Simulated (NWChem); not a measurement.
Species: hydrogen chloride (HCl); SMILES Cl

Computed with NWChem. Structure relaxed at the PBE0/def2-SVP level.

Q: Predict the results for B3LYP/STO-3G. Quantities: highest occupied level (eV); orbital gap (eV); dipole (D).

A: 
```
Item                         Value
---------------------------  -----
highest occupied level (eV)  -7.29
orbital gap (eV)             12.15
dipole (D)                    1.66
```
